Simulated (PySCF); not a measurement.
## Working out the ionisation energy of S

S [Ne] 3s2 3p4 (3P) → S⁺ [Ne] 3s2 3p3 (4S). Calculation: PySCF 2.14, in aug-cc-pV(D+d)Z; no relativity, point nucleus. Frozen: [Ne]. Energies in hartree (1 hartree = 27.21139 eV):

```tsv
part	S (lower)	S⁺ (upper)
UHF	-397.498974	-397.159772
CCSD correlation	-0.113320	-0.092148
(T)	-0.002253	-0.001363
```

**Question.** What does Hartree-Fock give?

**Answer.** (-397.159772) − (-397.498974) = 0.339202 hartree = 9.230 eV.

**Question.** What do CCSD and CCSD(T) give?

**Answer.** The CCSD correlation energies differ by 0.021172 hartree = 0.576 eV and the triples by 0.000890 hartree = 0.024 eV, so CCSD gives 9.806 eV and CCSD(T) 9.830 eV.

Measured between the centres of the two terms (NIST): 10.336 eV, so CCSD(T) (valence) is off by -0.506 eV.

What remains against the reference includes basis incompleteness, the frozen core and higher excitations.
